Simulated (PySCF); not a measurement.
**Molecular orbitals of PH⁺**

UHF at R = 1.435 Å; basis P def2-TZVPPD, H def2-TZVPPD; no relativity; PySCF 2.14. State: ²Π (doublet), unpaired electrons π ↑. Only the outer orbitals are listed, counted within each symmetry.

```
spin  orbital  occ.  ε (eV)  on P (%)         main shells (%)
   α       4σ     1  -31.00        90          87 P s, 10 H s
   α       5σ     1  -21.31        71  54 P p, 29 H s, 14 P s
   α       2π     1  -19.27       100                 100 P p
   α       2π     0   -8.88        99                  99 P p
   β       4σ     1  -28.74        81          76 P s, 18 H s
   β       5σ     1  -20.76        75  52 P p, 26 H s, 21 P s
   β       2π     0   -8.43        98                  98 P p
   β       2π     0   -6.85        96                  96 P p
```

**Question.** Which are the highest filled and the lowest empty level, where do they sit, and how wide is the gap?

**Answer.** Highest filled α 2π at -19.27 eV (in %: 100 P p); lowest empty α 2π at -8.88 eV (in %: 99 P p); the gap at UHF is 10.39 eV. Both belong to one degenerate shell, split only by its one-sided filling, so this is no excitation gap.

* bond order (Mayer): 0.84
* ⟨S²⟩: 0.768
* charge on P (Mulliken, basis-dependent): 0.83
* charge on P (Löwdin, basis-dependent): 1.25
* dipole moment (positive dipole points towards H; it is taken about the centre of mass and depends on that origin): 0.93 D
* polarisability along the bond: 19.4 bohr³
* polarisability across the bond: 15.4 bohr³

The state is the lowest determinant that a PBE0 search found; another state may lie lower at other levels.
